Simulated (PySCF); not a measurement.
**The bond of PH, level by level**

Aim: find the lowest electronic state of PH, scan its bond at several levels of theory, and get bond length, wavenumber and dissociation energy from each curve.

The runs use PySCF 2.14.0; P aug-cc-pV(D+d)Z, H aug-cc-pVDZ, no relativity.

## (1) Set-up

Settings of the job:

```
atoms                         : P, H
charge                        : 0
basis                         : P aug-cc-pV(D+d)Z, H aug-cc-pVDZ
Hamiltonian                   : no relativity
basis functions               : 41
electrons treated             : 16
masses in u                   : 30.9738, 1.0078
levels                        : PBE0, PBE, r²SCAN, r²SCANh, PW91, BP86, LC-ωPBE, HF, MP2, SCS-MP2, CCSD, CCSD(T)
grid                          : 80 radial by 434 angular points
occupations                   : held fixed by the projection of orbital angular momentum
dissociation limit            : P + H, each in its ground configuration
starting distance in angstrom : 1.385
values of 2S to try           : 0, 2, 4
```

Started as:

```sh
> OMP_NUM_THREADS=1 python dia.py task.json out
```

After this run come: The PBE0 curve of the state that the search chose; Higher solutions at PBE0; PBE (GGA); r²SCAN; r²SCANh; PW91 (GGA); BP86; LC-ωPBE; UHF (mean field); MP2 and coupled cluster.

What does the calculation give? Wanted: for each run, Re; ωe; De; μ.

The runs gave:

Lowest PBE0 solution found, without spin–orbit coupling: ³Σ⁻ (triplet), unpaired electrons π ↑↑. State 2 has its PBE0 minimum 0.38 eV higher, as a spin-mixed determinant (⟨S²⟩ = 1.01), so this is no gap between pure states. State 3 has its PBE0 minimum 1.59 eV higher. The other levels ran on the lowest alone.

```
      level  Re (Å)  ωe (cm⁻¹)  De (eV)  μ (D)
        UHF   1.419       2500     2.20   0.54
    UHF-MP2   1.430       2419     2.71    n/a
UHF-SCS-MP2   1.432       2403     2.82    n/a
   UHF-CCSD   1.437       2358     2.86    n/a
UHF-CCSD(T)   1.439       2340     2.89    n/a
        PBE   1.450       2290     3.20   0.41
       PW91   1.448       2294     3.22   0.41
       BP86   1.450       2282     3.38   0.41
     r²SCAN   1.436       2364     3.21   0.48
    r²SCANh   1.432       2387     3.20   0.49
       PBE0   1.436       2378     3.17   0.46
    LC-ωPBE   1.428       2455     3.14   0.54
```

De is counted to P + H in their ground configurations. A positive dipole means P(−)H(+).

Differences from CCSD(T) in the same basis:

```csv
level,Re (mÅ),ωe (%)
UHF,-20,+6.9
UHF-MP2,-10,+3.4
UHF-SCS-MP2,-7,+2.7
UHF-CCSD,-2,+0.8
PBE,+10,-2.1
PW91,+8,-1.9
BP86,+11,-2.5
r²SCAN,-4,+1.0
r²SCANh,-7,+2.0
PBE0,-3,+1.6
LC-ωPBE,-12,+4.9
```

Against CCSD(T) in the same basis, the bond length is nearest at UHF-CCSD (-2 mÅ) and farthest at UHF (-20 mÅ); the wavenumber is nearest at UHF-CCSD (+0.8 %) and farthest at UHF (+6.9 %). Hartree–Fock makes the bond too short and too stiff against this reference, as it mostly does. PBE has the long and soft bond that GGAs tend to give. CCSD(T) in a basis this small is itself some way from its limit, more so than the functionals. Of the levels with a De here, UHF gives the least (2.20 eV) and BP86 the most (3.38 eV).

Correlated steps freeze 5 core orbitals.
